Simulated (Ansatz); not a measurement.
Antiferromagnetic (type II) rock-salt NiO, treated with LDA (plane waves, PAW; Ansatz, a quantum-chemistry and plane-wave program).

Numerical settings: plane-wave cutoff 520 eV, 14×14×14 k mesh, Fermi–Dirac smearing 0.01 eV, spin-polarised with opposed moments, scalar-relativistic PAW data made under PBE.

The cell is scaled about its equilibrium volume:

Shape and atoms are relaxed at each volume.

| V (Å³/atom) | P (GPa) | direct gap at Γ (eV) | smallest gap on the k mesh (eV) | c (Å) |
|---|---|---|---|---|
| 8.037 | 11.26 | 2.344 | 0.440 | 6.862 |
| 8.205 | 5.32 | 2.284 | 0.441 | 6.916 |
| 8.372 | 0.00 | 2.227 | 0.439 | 6.970 |
| 8.540 | -4.77 | 2.172 | 0.437 | 7.021 |
| 8.707 | -9.03 | 2.119 | 0.434 | 7.072 |

The fundamental gap (0.42 eV at the equilibrium volume, with added k points) lies elsewhere than Γ–Γ.

Note: without U or exact exchange, gaps and moments of open d shells tend to come out too small; the bulk modulus comes from volumes at which shape and atoms were relaxed.
